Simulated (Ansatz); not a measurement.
Two isomers of C4H8O: A = `CC1COC1`, B = `CCC1CO1`.

Gas-phase electronic energies from Ansatz, PBE0-D4/def2-TZVP geometries. CCSD(T)/CBS is the MP2 limit (def2-TZVPP, def2-QZVPP) plus CCSD(T) − MP2 in def2-TZVPP, frozen cores. Functionals use def2-TZVPP. B3LYP here is the variant with VWN-RPA as its local correlation; programs differ in this. Each species was taken in one conformer, which may not be the lowest.

(1) Which isomer does CCSD(T)/CBS put lower? Give the gap. (An estimate is asked.)

(2) Give E(B) − E(A) in kcal/mol with PBE0-D4, MP2/def2-TZVPP, PBE-D4, ωB97M-V, B3LYP, r2SCAN-D4, HF/def2-TZVPP. (Estimate.)

Largest T1 diagnostic: 0.010.

Answers

(1) Ansatz gave: B, by 0.4 kcal/mol. So small a gap doesn't settle the order.

(2) Ansatz gave: PBE0-D4 -0.5, MP2/def2-TZVPP -1.4, PBE-D4 -1.5, ωB97M-V -0.1, B3LYP -1.2, r2SCAN-D4 -2.3, HF/def2-TZVPP 0.4. The order is the other way round with HF/def2-TZVPP.

From PBE to PBE0 (25 % exact exchange), in def2-TZVPP and without D4, E(B) − E(A) moves by +1.0 kcal/mol.
